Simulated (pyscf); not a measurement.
PySCF, gas phase, ωB97X-D3(BJ)/def2-SVP geometries. MP2 and CC: frozen core, UHF for open shells. ΔMP2 is the change of the MP2 total energy from the triple- to the quadruple-zeta basis.

Task: Estimate by transition-state theory the rate constant of •H₂Si–Cl (SMILES [SiH2]Cl) + NH₃ (SMILES N) -> H₂N–SiH₂• (SMILES N[SiH2]) + HCl (SMILES Cl) (doublet surface; Cl–Si, H–N broken, N–Si, Cl–H formed) at 900 K, with CCSD(T)/def2-TZVPP + ΔMP2(QZVPP) energies (ideal gas, 1 atm, RRHO with modes under 100 cm⁻¹ raised to 100, one conformer, R ln 2 for chiral ones without a mode under 150 cm⁻¹; no tunnelling).

Result: The electronic barrier is 15.0 kcal/mol and the thermal terms add +27.5, so ΔG‡ = 42.4 kcal/mol. With k_BT/h = 1.88e+13 s⁻¹ and RT = 1.788 kcal/mol, and a volume of 1.23e-19 cm³ per molecule at 1 atm, k = 1.1e-16 cm³ molecule⁻¹ s⁻¹. Wigner's tunnelling factor for 804i cm⁻¹ would be 1.07. A shift of 1 kcal/mol in the barrier changes k by a factor 1.7. On the reactant side the descent ends in an adduct with a N–Si contact, 1.4 kcal/mol under the separated species and 14.6 kcal/mol under the saddle at ωB97X-D3(BJ)/def2-TZVP. On the product side the descent ends in a complex, 4.4 kcal/mol under the separated species and 5.3 kcal/mol under the saddle at ωB97X-D3(BJ)/def2-TZVP. What is counted as formed (N–Si) is already present as a longer contact in the reactant adduct; forming that adduct is a step of its own. This is the saddle that the search found; another between the same sides may lie lower. The CCSD(T) − MP2 part came from Ansatz, without density fitting, on the same reference.
